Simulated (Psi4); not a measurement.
**C2H2FS− (SMILES C=C(F)[S-]): levels of theory compared**

Wanted: a comparison of 5 runs (B3LYP/6-311+G**, BHLYP/6-311+G**, M06-2X/6-311+G**, M06-L/6-311+G**, PBE0/6-311+G**) of C2H2FS−. 

The results are computed with Psi4 1.11.

### Step 1. Starting point

The species is C2H2FS− (6 atoms), meant as a singlet with charge -1. SMILES: `C=C(F)[S-]`. One bond was lengthened or shortened from a relaxed shape.

Bond lengths: C1–C2 1.339 Å, C2–F3 1.399 Å, C2–S4 1.684 Å, C1–H5 1.235 Å, C1–H6 1.079 Å. Angles: C1–C2–F3 114.8°, C1–C2–S4 129.1°, F3–C2–S4 116.1°, C2–C1–H5 120.2°, C2–C1–H6 121.5°, H5–C1–H6 118.3°.

### Step 2. The energy at B3LYP/6-311+G(d,p) (run 1)

File calc.py:

```python
import psi4

psi4.set_memory(1600000000)
psi4.set_num_threads(1)
psi4.core.set_output_file('output.dat', False)

m = psi4.geometry("""
-1 1
C
C 1 1.339461
F 2 1.398637 1 114.82141
S 2 1.68394 1 129.06943 3 179.99768
H 1 1.2352 2 120.16709 3 179.99164
H 1 1.078551 5 118.33512 2 179.99806
units angstrom
symmetry c1
no_reorient
no_com
""")

psi4.set_options({
    'basis': '6-311+G**',
    'reference': 'rks',
    'puream': True,
    'e_convergence': 1e-09,
    'd_convergence': 1e-08,
    'scf_type': 'pk',
    'dft_radial_points': 99,
    'dft_spherical_points': 590,
})

energy_value, wavefunction = psi4.energy('b3lyp', molecule=m, return_wfn=True)
psi4.oeprop(wavefunction, 'WIBERG_LOWDIN_INDICES', 'DIPOLE', 'LOWDIN_CHARGES')
print(f'total energy {energy_value:.8f} hartree = {energy_value * 27.211386:.5f} eV')
```

On the command line:

```
$ python calc.py
```

output.dat:

```text
[...]
  Running in c1 symmetry.
[...]
  Nuclear repulsion =  141.927483291983009
[...]
  Multiplicity = 1
[...]
  Nalpha       = 20
  Nbeta        = 20
[...]
    Number of basis functions: 108
[...]
   @RKS iter   1:  -575.12060175932868   -1.83398e-01   8.72581e-03 DIIS/ADIIS
[...]
   @RKS iter  13:  -575.55164050059909   -8.29914e-12   7.01682e-09 DIIS
[...]
  @RKS Final Energy:  -575.55164050059909
   => Energetics <=
    Nuclear Repulsion Energy =            141.9274832919830089
    One-Electron Energy =               -1083.9964462901955358
    Two-Electron Energy =                 405.1999221069658006
    DFT Exchange-Correlation Energy =     -38.6825996093523798
    Empirical Dispersion Energy =           0.0000000000000000
    VV10 Nonlocal Energy =                  0.0000000000000000
    Total Energy =                       -575.5516405005990919
[...]
 Multipole Moments:
 ------------------------------------------------------------------------------------
     Multipole            Electronic (a.u.)      Nuclear  (a.u.)        Total (a.u.)
 ------------------------------------------------------------------------------------
 L = 1.  Multiply by 2.5417464519 to convert [e a0] to [Debye]
 Dipole X            :          0.0000666           -0.0000694           -0.0000029
 Dipole Y            :         -1.8525932            1.1491329           -0.7034603
 Dipole Z            :          3.8864707           -4.4600350           -0.5735643
 Magnitude           :                                                    0.9076521
[...]
```

The script printed:

```text
total energy -575.55164050 hartree = -15661.55785 eV
```

Wall time 14 s (1 thread of Intel Xeon Gold 6455B (Sapphire Rapids), shared host); peak memory 0.59 GiB.

### Step 3. Energy and forces at BHLYP/6-311+G(d,p) (run 2)

File c2h2fs.xyz:

```xyz
6
C2H2FS
C     -0.076178     0.674959     0.148864
C      0.164312    -0.642611     0.130724
F      0.665392    -1.164521     1.327684
S     -0.052678    -1.743891    -1.124566
H     -0.520330     1.238760    -0.856410
H      0.109192     1.269539     1.029424
```

File c2h2fs.py:

```python
import psi4

psi4.set_memory(1600000000)
psi4.set_num_threads(1)
psi4.set_output_file('psi4.out', False)

with open('c2h2fs.xyz') as f:
    atoms = ''.join(f.readlines()[2:])
m = psi4.geometry('-1 1\n' + atoms + 'symmetry c1')

psi4.set_options(dict(puream=True, e_convergence=1e-09, d_convergence=1e-08, scf_type='pk', dft_radial_points=99, dft_spherical_points=590))

E, wfn = psi4.gradient("bhhlyp/6-311+G**", return_wfn=True)
psi4.oeprop(wfn, "LOWDIN_CHARGES", "MAYER_INDICES", "MULLIKEN_CHARGES")
print('gradient / Eh bohr^-1')
print(E.np.round(6))
print(f'energy = {wfn.energy():.10f} Eh')
for k, v in sorted(psi4.core.scalar_variables().items()):
    print(f'{k:45s} {v:18.10f}')
```

On the command line:

```
$ python c2h2fs.py
```

psi4.out:

```text
[...]
  Running in c1 symmetry.
[...]
  Nuclear repulsion =  141.927483095571858
[...]
  Multiplicity = 1
[...]
  Nalpha       = 20
  Nbeta        = 20
[...]
    Number of basis functions: 108
[...]
   @RKS iter   1:  -575.18019707545966   -4.81524e-01   6.73573e-03 DIIS/ADIIS
[...]
   @RKS iter  12:  -575.43279466255376   -2.10321e-11   7.43458e-09 DIIS
[...]
  @RKS Final Energy:  -575.43279466255376
   => Energetics <=
    Nuclear Repulsion Energy =            141.9274830955718585
    One-Electron Energy =               -1083.9881944681776531
    Two-Electron Energy =                 391.3141409190631634
    DFT Exchange-Correlation Energy =     -24.6862242090111152
    Empirical Dispersion Energy =           0.0000000000000000
    VV10 Nonlocal Energy =                  0.0000000000000000
    Total Energy =                       -575.4327946625536470
[...]
  -Total Gradient:
     Atom            X                  Y                   Z
    ------   -----------------  -----------------  -----------------
       1        0.022634415700    -0.034944514922     0.047790289083
       2        0.000405020245    -0.007029294009    -0.002706832583
       3        0.004175867861    -0.006941443550     0.008526515838
       4       -0.000308487038     0.013189368515     0.006418496814
       5       -0.027530312865     0.036073310676    -0.061697828053
       6        0.000624466670    -0.000339527388     0.001676625360
[...]
```

On the terminal:

```text
gradient / Eh bohr^-1
[[ 0.022634 -0.034945  0.04779 ]
 [ 0.000405 -0.007029 -0.002707]
 [ 0.004176 -0.006941  0.008527]
 [-0.000308  0.013189  0.006418]
 [-0.02753   0.036073 -0.061698]
 [ 0.000624 -0.00034   0.001677]]
energy = -575.4327946626 Eh
CURRENT ENERGY                                   -575.4327946626
CURRENT REFERENCE ENERGY                         -575.4327946626
DD SOLVATION ENERGY                                 0.0000000000
DFT FUNCTIONAL TOTAL ENERGY                      -575.4327946626
DFT TOTAL ENERGY                                 -575.4327946626
DFT VV10 ENERGY                                     0.0000000000
DFT XC ENERGY                                     -24.6862242090
GRID ELECTRONS ALPHA                               20.0000000669
GRID ELECTRONS BETA                                20.0000000669
GRID ELECTRONS TOTAL                               40.0000001339
NUCLEAR REPULSION ENERGY                          141.9274830956
ONE-ELECTRON ENERGY                             -1083.9881944682
PCM POLARIZATION ENERGY                             0.0000000000
PE ENERGY                                           0.0000000000
SCF ITERATION ENERGY                             -575.4327946626
SCF ITERATIONS                                     12.0000000000
SCF TOTAL ENERGY                                 -575.4327946626
TWO-ELECTRON ENERGY                               391.3141409191
XC GRID RADIAL POINTS                              99.0000000000
XC GRID SPHERICAL POINTS                          590.0000000000
XC GRID TOTAL POINTS                           337913.0000000000
```

Run time: 16 s. Hardware: 1 thread of Intel Xeon Gold 6455B (Sapphire Rapids), shared host; peak memory 0.59 GiB.

Runs 3 to 4 aren't shown in full; the table further down has their settings and results.

### Step 4. Energy and gradient at PBE0/6-311+G(d,p) (run 5)

File c2h2fs.inp:

```
memory 1.6 GB

molecule mol {
  -1 1
  C     -0.076178     0.674959     0.148864
  C      0.164312    -0.642611     0.130724
  F      0.665392    -1.164521     1.327684
  S     -0.052678    -1.743891    -1.124566
  H     -0.520330     1.238760    -0.856410
  H      0.109192     1.269539     1.029424
  symmetry c1
}

set globals {
  basis                6-311+G**
  reference            rks
  puream               true
  e_convergence        1e-09
  d_convergence        1e-08
  scf_type             pk
  dft_radial_points    99
  dft_spherical_points 590
}

result, w = gradient("pbe0", return_wfn=True)
oeprop(w, "QUADRUPOLE", "MULLIKEN_CHARGES", "DIPOLE", title="PBE0")
```

On the command line:

```
$ psi4 c2h2fs.inp c2h2fs.out -n 1
```

c2h2fs.out:

```text
[...]
  Running in c1 symmetry.
[...]
  Nuclear repulsion =  141.927483095571858
[...]
  Multiplicity = 1
[...]
  Nalpha       = 20
  Nbeta        = 20
[...]
    Number of basis functions: 108
[...]
   @RKS iter   1:  -574.83986933393533   -2.65414e-01   7.92308e-03 ADIIS/DIIS
[...]
   @RKS iter  12:  -575.19869761421660   -1.06866e-11   4.82920e-09 DIIS
[...]
  @RKS Final Energy:  -575.19869761421660
   => Energetics <=
    Nuclear Repulsion Energy =            141.9274830955718585
    One-Electron Energy =               -1083.9462182024522008
    Two-Electron Energy =                 402.8277260674966556
    DFT Exchange-Correlation Energy =     -36.0076885748331108
    Empirical Dispersion Energy =           0.0000000000000000
    VV10 Nonlocal Energy =                  0.0000000000000000
    Total Energy =                       -575.1986976142167123
[...]
  -Total Gradient:
     Atom            X                  Y                   Z
    ------   -----------------  -----------------  -----------------
       1        0.024330602326    -0.041251186442     0.049320009619
       2        0.000518898867     0.003061178531     0.003234670504
       3        0.001305705468    -0.003595084821     0.001869499789
       4       -0.000205509237     0.012267571659     0.006211643389
       5       -0.025531184517     0.033435349445    -0.057227800436
       6       -0.000415527823    -0.003908582833    -0.003394031941
[...]
```

Run time: 18 s. Hardware: 1 thread of Intel Xeon Gold 6455B (Sapphire Rapids), shared host; peak memory 0.59 GiB.

### Step 5. Overview of the runs

```csv
run,level,task,energy (Eh),HOMO energy (eV),LUMO energy (eV),HOMO–LUMO gap (eV),wall time
1,B3LYP/6-311+G**,energy,-575.551641,-0.33,3.80,4.13,14 s
2,BHLYP/6-311+G**,gradient,-575.432795,-1.38,4.36,5.73,16 s
3,M06-2X/6-311+G**,gradient,-575.444725,-1.51,4.10,5.61,29 s
4,M06-L/6-311+G**,energy,-575.492397,0.42,4.05,3.63,29 s
5,PBE0/6-311+G**,gradient,-575.198698,-0.50,4.04,4.54,18 s
```

### Step 6. What came out

```
                                                    quantity          value
                                         run 5: total energy  -575.19870 Eh
                                          run 5: HOMO energy       -0.50 eV
                                          run 5: LUMO energy        4.04 eV
run 5: HOMO–LUMO gap (to an unbound level, set by the basis)        4.54 eV
                             run 5: largest force on an atom     3.652 eV/Å
```

The HOMO–LUMO gap runs from 3.63 eV (M06-L/6-311+G**) to 5.73 eV (BHLYP/6-311+G**). The empty levels of an anion lie above zero and hang on the basis. Totals of different functionals can't be ranked against each other. In run 4 the HOMO lies above zero, so the outermost electron may be held by the basis alone. All runs together took 1.8 min, the longest 29 s.
